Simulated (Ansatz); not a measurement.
```yaml
crystal:
  periodic: [false, false, false]
  atoms:
    - {symbol: C, position_ang: [0.021211, -0.051373, -0.213682]}
    - {symbol: O, position_ang: [-0.649451, 0.509733, -0.231441]}
    - {symbol: H, position_ang: [-0.949451, 0.459733, -0.281441]}
    - {symbol: H, position_ang: [-0.033513, -1.076532, 0.178822]}
basis:
  gaussian: {orbitals: ANO-RCC-VTZP, fitting: {mean_field: cc-pVTZ-jkfit}}
magnetization: {spin_polarized: true, initial_magnetization: 2}
hamiltonian: {xc: {name: PBE0-DH}, pseudopotentials: {relativity: none}}
output: {forces: true}
```

```sh
$ ansatz run in.yaml --threads 2 --pin off --events-out ev --progress --plain --max-ram 32768MiB --backend cpu
```

It prints (some lines left out):

```
Functional definition: PBE0-DH
218 factors; integrals over basis functions are off by at most 4.1e-1 eV
mean field evaluation 1: about -2989.0985 eV, gradient 7.0e1 eV
mean field evaluation 2: about -2989.0818 eV, gradient 7.0e1 eV
mean field evaluation 4: about -3000.1914 eV, gradient 5.6e0 eV
mean field evaluation 8: about -3000.3057 eV, gradient 1.1e-1 eV
mean field evaluation 16: about -3000.3067 eV, gradient 1.2e-4 eV
mean field -3000.30667222 eV, -110.2592365233 hartree, gradient 3.2e-6 eV, S^2 2.003885; 4 other end points of the search recorded, 0 dependent functions left out
2 core orbitals not correlated: weight in the atoms' cores, before any rotation towards them, 1.000 or more for the frozen orbitals, at most 0.000 for the correlated occupied ones
reference -3000.30670499 eV, -110.2592377276 hartree; 7, 5 occupied and 79, 81 virtual orbitals, 218 factors
second order -10.86308340 eV of doubles, -0.00000000 eV of singles
WARN: the results are in doubt because the basis set is contracted for relativity, which is off
Total energy: -3001.66459042 eV, -110.3091390966 hartree
Atom 0 at     0.021211    -0.051373    -0.213682 Å, force    76.927461   -63.476306     1.565973 eV/Å
Atom 1 at    -0.649451     0.509733    -0.231441 Å, force   658.297884   182.171506   121.640901 eV/Å
Atom 2 at    -0.949451     0.459733    -0.281441 Å, force  -736.017807  -117.976763  -123.730776 eV/Å
Atom 3 at    -0.033513    -1.076532     0.178822 Å, force     0.792461    -0.718436     0.523902 eV/Å
Dipole moment:    -0.433876     0.167297     0.067043 e Å
In doubt: the basis set is contracted for relativity, which is off
```

In this input one atom was put on top of another. The run converged. The result belongs to that input, not to the molecule as meant.
